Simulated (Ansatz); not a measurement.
Take BAs in the zinc blende structure (space group F-43m, No. 216) as the base.

```xyz
2
Lattice="0.0000 2.3920 2.3920 2.3920 0.0000 2.3920 2.3920 2.3920 0.0000" Properties=species:S:1:pos:R:3 pbc="T T T"
As     1.1960     1.1960     1.1960
B      0.0000     0.0000     0.0000
```

Level of theory: r2SCAN (Ansatz, a first-principles code), scalar-relativistic without spin-orbit coupling.

It is then changed as follows: full substitution B → In, then cell and atoms are relaxed.

Measured lattice parameter a: BAs 4.777 Å (room temperature; as listed in M J Lucero, T M Henderson, G E Scuseria, Journal of Physics Condensed Matter (2012)); InAs 6.047 Å (static lattice; corrected from measurement; as listed in Daniel Mejia-Rodriguez, S. B. Trickey, Phys. Rev. B (2018)).

Question: How well does r2SCAN reproduce the measured shift?

Answer: With r2SCAN the lattice parameter a moves by +1.325 Å (4.784 → 6.109) against +1.270 Å measured. The two measured values stand on different bases (one corrected, one not), which blurs small differences.

Stability against distortions was not tested.
